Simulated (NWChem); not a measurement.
## Basis-set convergence for hydrogen fluoride (HF)

```xyz
2

F      0.0000     0.0000     0.0932
H      0.0000     0.0000    -0.8391
```
Charge 0, spin multiplicity 1.

The numbers come from NWChem runs, not from measurements. The geometry was optimised at PBE/def2-SVP, a minimum by its harmonic frequencies.

Quantity: LUMO energy at the level PBE0.

The Pople sets run with spherical d functions.

| basis | functions | LUMO energy (eV) |
|---|---|---|
| STO-3G | 6 | … |
| 3-21G | 11 | 3.19 |
| 6-31G* | 16 | 2.30 |
| pcseg-1 | 19 | … |
| def2-SVP | 19 | 1.67 |
| 6-31+G* | 20 | 1.69 |
| 6-311++G** | 29 | -0.29 |
| aug-cc-pVDZ | 32 | -0.38 |
| def2-TZVP | 37 | 0.75 |
| def2-TZVPD | 49 | … |

Fill in the missing entries.


- STO-3G, LUMO energy (eV): 10.25
- pcseg-1, LUMO energy (eV): 1.24
- def2-TZVPD, LUMO energy (eV): 0.24

This LUMO lies above zero in the largest set, so its value hangs on the diffuse functions.
